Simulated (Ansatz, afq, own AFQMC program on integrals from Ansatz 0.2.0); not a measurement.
## Breaking In2–Br4 in InBr2Cl, singlet

```yaml
atoms:
  - { symbol: Cl, position_ang: [-1.9379, -0.9914, 0.8743] }
  - { symbol: In, position_ang: [-0.0150, -0.0077, 0.0068] }
  - { symbol: Br, position_ang: [2.1836, -0.7858, 0.7771] }
  - { symbol: Br, position_ang: [-0.2307, 1.7850, -1.6582] }
```

Products: InBrCl (doublet; Cl–In–Br) and Br (doublet), each relaxed with PBE0/def2-SVP like the molecule; electronic energies without zero-point terms. Determinants: RHF, UHF and UHF in that order.

Basis def2-TZVP with its core potentials. Noble-gas cores (and the filled d shells of Ga–Kr and In–Xe) are frozen. Integrals, coupled cluster, full CI and functionals: Ansatz 0.2.0; the random walks run on the same integrals in our own AFQMC program. ph-AFQMC/CISD is guided by a CISD state made of CCSD amplitudes; releasing the constraint for a short imaginary time cuts its bias at the price of noise, slowly where states lie close. Uncertainties: one standard error, sampling alone. No spin–orbit coupling. The errors of all members are added in quadrature.

No full CI on the walks' own integrals is used here. The released AFQMC energy serves as the reference, which it does only where one determinant dominates, the energy is flat over the last release times and near the phaseless one (40 meV or 2 meV an electron, half that with transition metals). On small molecules, where full CI could be run and the noise was under 10 meV, such values lay within 10 meV of it in 19 cases of 20, a flattering rate, since the rule was set on those same cases; what remains of the bias isn't in the error bar. Each member takes its own surest rung, up to full CI.

The best estimate is CCSD(T) at the basis-set limit (CBS: def2-TZVPP and def2-QZVPP, with their diffuse functions for anions and beside diffuse sets, CCSD(T) itself extrapolated) plus the step from CCSD(T) to AFQMC with the constraint released in def2-TZVP. Rows without CBS are in def2-TZVP; B2PLYP and the wave-function rows carry a basis error of their own. Core correlation and relativity beyond core potentials are missing, and ± holds the sampling alone.

Cautions: inner d shell frozen; no relativity below Rb; no spin-orbit coupling; InBr₂Cl (singlet): the released value is read at 0.90 1/Eh with a noise of 13 meV, more than in the cases checked (meV from the phaseless value at times in 1/Eh: -20 ± 11 at 0.21, -11 ± 9 at 0.42, -13 ± 12 at 0.63, -23 ± 13 at 0.90); InBrCl (doublet): the released value is read at 1.50 1/Eh (meV from the phaseless value at times in 1/Eh: -3 ± 6 at 0.24, -10 ± 6 at 0.51, -19 ± 8 at 0.99, -19 ± 9 at 1.50).

Best estimate: 337.2 ± 1.6 kJ/mol.

```json
{"level": "HF", "bond energy (kJ/mol)": "235.9", "error against the best estimate (kJ/mol)": "-101.4 ± 1.6"}
{"level": "MP2", "bond energy (kJ/mol)": "335.3", "error against the best estimate (kJ/mol)": "-1.9 ± 1.6"}
{"level": "CCSD", "bond energy (kJ/mol)": "313.9", "error against the best estimate (kJ/mol)": "-23.3 ± 1.6"}
{"level": "CCSD(T)", "bond energy (kJ/mol)": "321.3", "error against the best estimate (kJ/mol)": "-15.9 ± 1.6"}
{"level": "ph-AFQMC/CISD", "bond energy (kJ/mol)": "323.1 ± 1.2", "error against the best estimate (kJ/mol)": "-14.1 ± 2.0"}
{"level": "released AFQMC", "bond energy (kJ/mol)": "322.8 ± 1.6", "error against the best estimate (kJ/mol)": "-14.4"}
{"level": "HF/CBS", "bond energy (kJ/mol)": "235.6", "error against the best estimate (kJ/mol)": "-101.7 ± 1.6"}
{"level": "MP2/CBS", "bond energy (kJ/mol)": "349.0", "error against the best estimate (kJ/mol)": "11.7 ± 1.6"}
{"level": "CCSD(T)/CBS", "bond energy (kJ/mol)": "335.8", "error against the best estimate (kJ/mol)": "-1.4 ± 1.6"}
{"level": "PBE", "bond energy (kJ/mol)": "308.8", "error against the best estimate (kJ/mol)": "-28.4 ± 1.6"}
{"level": "r2SCAN", "bond energy (kJ/mol)": "318.5", "error against the best estimate (kJ/mol)": "-18.7 ± 1.6"}
{"level": "PBE0", "bond energy (kJ/mol)": "314.4", "error against the best estimate (kJ/mol)": "-22.9 ± 1.6"}
{"level": "B3LYP", "bond energy (kJ/mol)": "290.7", "error against the best estimate (kJ/mol)": "-46.6 ± 1.6"}
{"level": "wB97M-V", "bond energy (kJ/mol)": "321.5", "error against the best estimate (kJ/mol)": "-15.8 ± 1.6"}
{"level": "B2PLYP", "bond energy (kJ/mol)": "308.7", "error against the best estimate (kJ/mol)": "-28.5 ± 1.6"}
```

Correlation beyond CCSD(T) changes it by less than twice the noise. Going to the basis-set limit adds 14.5 kJ/mol at CCSD(T). The perturbative (T) step is worth +7.4 kJ/mol.

Best estimates are given only where the step beyond CCSD(T) is under 0.3 eV and no member's determinant is very poor (T1 over 0.05, or 0.07 for open shells, ⟨S²⟩ too high by 0.3, two states mixed), so the hardest cases are missing from such tables.

The functionals ran in a triple-zeta set and keep a basis error of their own, a few kJ/mol for each bond in atomization energies and more for double hybrids, so close places among them and the extrapolated levels can swap.

Each member of a difference takes its own highest rung, so a best estimate needn't equal the limit plus the step of one row. A walk keeps the symmetry of its determinant, which the program's search chose and which needn't be the lowest solution, so a lower state of the same spin and another symmetry isn't excluded. Released energies are given only where the last usable release times agree within the noise; a slower fall can still hide under it. The exponents were fitted on light atoms, and def2 sets of heavy atoms don't grow evenly, so the limit is rough here.
